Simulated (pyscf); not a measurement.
Thermochemistry of product channels of `[InH3]` + `[CH3]` [doublet] on the doublet surface, in kcal/mol, from ωB97M-D3(BJ)/def2-TZVP energies (ideal gas, 1 atm, RRHO with modes under 100 cm⁻¹ raised to 100, one conformer, R ln 2 for rigid chiral ones). Structures and frequencies: ωB97X-D3(BJ)/def2-SVP in PySCF.

| products | ΔE | ΔH(298 K) | ΔG(600 K) | ΔG(900 K) |
|---|---|---|---|---|
| `[CH3][InH2]` + `[H]` [doublet] | ___ | +8.3 | +9.7 | +9.9 |
| `[InH2]` [doublet] + `[CH4]` | ___ | -32.7 | -31.8 | -30.7 |
| `[CH3][InH]` [doublet] + `[H][H]` | ___ | -22.9 | -22.8 | -23.1 |

Q: Some entries are withheld; supply them.

A: 
- `[CH3][InH2]` + `[H]` [doublet], ΔE: +8.1
- `[InH2]` [doublet] + `[CH4]`, ΔE: -37.0
- `[CH3][InH]` [doublet] + `[H][H]`, ΔE: -25.2

These are energies of the channels, which say nothing of barriers. Elements past Kr carry the def2 core potentials, without spin-orbit coupling.
